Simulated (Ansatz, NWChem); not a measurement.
HCl (hydrogen chloride): the vertical ionisation energy from total energies

HCl: 2 atoms, total charge 0, spin state singlet. As SMILES, `Cl`. Geometry: relaxed at PBE0-D4/def2-TZVP.

```xyz
2

Cl    0.5460   -0.1785    0.2808
H    -0.5460    0.1785   -0.2808
```

Both states at this one shape; open shells run unrestricted unless said. 1 Eh = 27.2114 eV.

```tsv
level	program	singlet HCl (Eh)	doublet HCl+ (Eh)
revPBE/3-21G	Ansatz	-458.483256	-458.014011
TPSS/def2-TZVPPD	NWChem	-460.840284	-460.373799
HSE06/3-21G	Ansatz	-458.411153	-457.938276
HSE06/6-31G* (spherical functions)	Ansatz	-460.614893	-460.148424
```

Q: Work out the vertical ionisation energy at each level.

A: 
1. revPBE/3-21G: -458.014011 − (-458.483256) = 0.469245 Eh = 12.77 eV.
2. TPSS/def2-TZVPPD: -460.373799 − (-460.840284) = 0.466485 Eh = 12.69 eV.
3. HSE06/3-21G: -457.938276 − (-458.411153) = 0.472877 Eh = 12.87 eV.
4. HSE06/6-31G* (spherical functions): -460.148424 − (-460.614893) = 0.466469 Eh = 12.69 eV.

No measured value is set beside it here; the levels span 12.69 to 12.87 eV.
